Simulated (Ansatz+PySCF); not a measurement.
# doublet CH4P: levels of theory in one basis

```yaml
atoms:
  - { symbol: C, position_ang: [-0.0343, 0.0018, -0.8258] }
  - { symbol: P, position_ang: [0.5495, -0.0061, 0.8476] }
  - { symbol: H, position_ang: [-0.0407, 0.9283, -1.3912] }
  - { symbol: H, position_ang: [-0.0396, -0.9153, -1.3959] }
  - { symbol: H, position_ang: [-0.2206, -1.0699, 1.3934] }
  - { symbol: H, position_ang: [-0.2225, 1.0684, 1.3984] }
```

Basis set: cc-pVTZ on H, C; cc-pV(T+d)Z on P (spherical functions). Frozen core: 6 orbitals. Correlation on ROHF uses semicanonical orbitals with singles. Charge 0, multiplicity 2.

Computed with Ansatz (development build ahead of 0.2.0) and PySCF 2.14.0; each method stands on the lowest determinant of its kind that the runs found.

```json
{"method": "ROHF", "E − E(ROHF) (eV)": "0.00", "<S²> of the determinant": "0.75"}
{"method": "UHF", "E − E(ROHF) (eV)": "-0.15", "<S²> of the determinant": "0.77"}
{"method": "ROHF-MP2", "E − E(ROHF) (eV)": "-8.47", "<S²> of the determinant": "–"}
{"method": "UHF-MP2", "E − E(ROHF) (eV)": "-8.46", "<S²> of the determinant": "0.77"}
```
